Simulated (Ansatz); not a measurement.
A made-up structure of CH5OSi (charge +1), closed shell:

C1  (-1.171, 0.690, -0.663)
Si2  (0.261, 0.615, 0.193)
O3  (0.865, -1.068, 0.456)
H4  (-1.721, -0.164, -1.041)
H5  (-1.600, 1.667, -0.864)
H6  (-0.679, 1.524, -0.232)
H7  (1.676, -1.302, 0.934)
H8  (0.397, -1.852, 0.127)
(Å)

It is relaxed with PBE-D4/def2-SVP and then PBE0-D4/def2-TZVP (Ansatz 0.2.0). Atoms count as bonded within 1.22 times the sum of their covalent radii (H–H: 0.88 Å). The end point is not checked to be a true minimum.

**Question.** Does its bonding change? (Judge from chemistry; the calculation decides.)

**Answer.** By the calculation: Yes. Formed: none; broken: Si2–H6.

Where it ends: The first stage lowers the energy by 5.45 eV in 20 steps. It ends as CH₅OSi ([CH3][Si][OH2]), total charge +1:
C1  (-1.004, 0.798, -0.581)
Si2  (0.840, 0.691, -0.489)
O3  (0.788, -0.968, 0.423)
H4  (-1.436, -0.040, -1.145)
H5  (-1.292, 1.722, -1.090)
H6  (-1.466, 0.811, 0.415)
H7  (1.598, -1.430, 0.690)
H8  (0.001, -1.473, 0.687)
(Å)

Labels in which every atom is bracketed show which atoms are joined, not bond orders.

For scale, one of the runs: PBE0-D4/def2-TZVP relaxation, 129 basis functions, launched by `ansatz run in.yaml --threads 2 --pin off --events-out ev --progress --plain --max-ram 4352MiB`. The run took about 8.5 s on 2 CPU threads of an AMD EPYC 9R45 (shared host).
